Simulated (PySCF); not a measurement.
Two species compared at the same levels of theory.

First species: C3H3 (charge +1).
SMILES: `C#C[CH2+]`

Second species: C3H5FS.
Geometry (PBE0-D3(BJ)/def2-SVP, Å), atoms numbered from 1 in this order:
```
atom  x, y, z in Å
F1     1.513    0.734   -1.223
C2     1.230    0.056   -0.064
C3    -0.188    0.323    0.350
C4    -1.282   -0.468   -0.251
S5    -0.938   -0.873    1.480
H6     1.372   -1.026   -0.228
H7     1.933    0.388    0.718
H8    -0.403    1.373    0.581
H9    -2.238    0.029   -0.444
H10   -1.013   -1.240   -0.981
```

Levels: CAM-B3LYP/def2-SVPD for HOMO energy, LUMO energy, HOMO–LUMO gap, static isotropic polarisability and electronic spatial extent ⟨r²⟩ about the centre of nuclear charge; TDDFT CAM-B3LYP/def2-SVPD for lowest singlet excitation; TDA CAM-B3LYP/def2-SVPD for lowest triplet excitation (Tamm–Dancoff); ΔSCF CAM-B3LYP/def2-SVPD for vertical ionisation energy; PBE0-D3(BJ)/def2-SVP for rotational constant A and rotational constant C. Geometries: PBE0-D3(BJ)/def2-SVP. All species are isolated and taken at one optimised geometry, non-relativistic unless stated; the electronic structure was computed with PySCF and density fitting.

The conformers computed, where there is a choice (atom-mapped SMILES and torsion angles):
- `[F:1][CH2:2][C@H:3]1[CH2:4][S:5]1`: F1–C2–C3–C4 83°

Values for the first species:

- HOMO energy: -16.80 eV
- LUMO energy: -9.91 eV
- HOMO–LUMO gap: 6.89 eV
- Lowest singlet excitation: 2.19 eV
- Lowest triplet excitation (Tamm–Dancoff): 1.75 eV
- Static isotropic polarisability: 30.4 au
- Vertical ionisation energy: 18.06 eV
- Electronic spatial extent ⟨r²⟩ about the centre of nuclear charge: 145 bohr²
- Rotational constant A: 279.327 GHz
- Rotational constant C: 9.272 GHz

Question: Estimate the same properties for the second species, and the change in each.

Answer: 
```
                                                         property        first      second  second less first
                                                      HOMO energy    -16.80 eV    -8.31 eV           +8.49 eV
                                                      LUMO energy     -9.91 eV     0.74 eV          +10.65 eV
                                                    HOMO–LUMO gap      6.89 eV     9.05 eV           +2.16 eV
                                        lowest singlet excitation      2.19 eV     4.90 eV           +2.71 eV
                         lowest triplet excitation (Tamm–Dancoff)      1.75 eV     4.46 eV           +2.71 eV
                                  static isotropic polarisability      30.4 au     56.0 au           +25.6 au
                                       vertical ionisation energy     18.06 eV     9.32 eV           -8.74 eV
electronic spatial extent ⟨r²⟩ about the centre of nuclear charge    145 bohr²   572 bohr²         +427 bohr²
                                            rotational constant A  279.327 GHz  11.317 GHz       -268.010 GHz
                                            rotational constant C    9.272 GHz   2.031 GHz         -7.241 GHz
```

On the first: The principal polarisabilities are 17.9, 20.7 and 52.7 au; their mean is the isotropic value. The 10 singlets span 2.19 to 10.86 eV, and their oscillator strengths add up to 0.98.

On the second: In wavenumbers S1 is 39500 cm⁻¹ (1 eV = 8065.54 cm⁻¹). The polarisability is 8.30 Å³ as a volume (1 au = 0.148185 Å³), or 1.17 au for each of the 48 electrons.
